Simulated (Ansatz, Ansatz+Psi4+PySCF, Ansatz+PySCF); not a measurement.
```yaml
atoms:
  - { symbol: H, position_ang: [-1.5209, 1.3888, 0.0000] }
  - { symbol: C, position_ang: [0.1086, 0.5493, 0.0000] }
  - { symbol: O, position_ang: [0.1086, -0.5856, 0.0000] }
```

Basis set: cc-pVTZ (spherical functions). Left uncorrelated: 2 orbitals. Charge 0, multiplicity 2.

Computed with Ansatz (development build ahead of 0.2.0); each method stands on the lowest determinant of its kind that the runs found.

The atomization energy at this shape (free ground-state atoms in the same class of orbitals less the molecule, no zero-point energy) of doublet CHO:

```
 method  atomization energy
UHF-MP2     258.86 kcal/mol
```

Question: What does UHF-CCSD(T) give?

Answer: 247.68 kcal/mol. Caution: bonds are stretched, where a single reference can fail.
